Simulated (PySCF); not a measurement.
Do core-level shifts follow atomic charges?

C3H2FNS.
Geometry (PBE0-D3(BJ)/def2-SVP, Å), atoms numbered from 1 in this order:
```
atom  x, y, z in Å
F1    -1.6597    0.3755   -1.5879
C2    -0.8750   -0.0727   -0.6300
C3     0.2933    0.6319   -0.2214
C4     0.8982   -0.0689    0.7864
S5    -0.0077   -1.4850    1.1156
N6    -1.1629   -1.1869   -0.0300
H7     0.6353    1.5724   -0.6504
H8     1.8110    0.1800    1.3284
```

Binding energies: delta-SCF UKS SCAN, pcX-2 on the ionised atom, pcseg-1 elsewhere, spin-free X2C (PySCF 2.14.0). Charges: PBE0/pcSseg-1 ground-state density, for the ionised atom.

```csv
atom,environment,C 1s (eV),Mulliken (e),IAO (e),Hirshfeld (e),ESP (e)
C3,aromatic CH carbon,291.27,-0.174,-0.245,-0.088,-0.352
C4,aromatic CH next to a ring sulfur,291.72,-0.270,-0.303,-0.066,-0.254
C2,aromatic C–F carbon,294.06,+0.493,+0.391,+0.127,+0.627
```

Problem. Give the correlation coefficient and slope of binding energy on charge for each scheme.

Solution. Hirshfeld: r = 1.00, slope 12.6 eV per e; ESP: r = 1.00, slope 2.8 eV per e; IAO: r = 0.97, slope 3.8 eV per e; Mulliken: r = 0.96, slope 3.5 eV per e. On 3 points no scheme stands out.

Problem. The point-charge model writes a binding energy as kq + V + constant, with V the potential of the other atoms' charges at the site. What does it give with the ESP charges?

Solution. V = Σ 14.40 eV Å × q/r over all other atoms: +5.03 eV at C3, +3.00 eV at C4, -9.03 eV at C2. Fitting binding energy − V to q gives k = 16.9 eV per e and leaves an rms residual of 0.34 eV, against 0.07 eV for the fit on q alone. The model has no term for differences in relaxation between sites.

Geometry: PBE0-D3(BJ)/def2-SVP; no solvent, vibrations or thermal averaging.
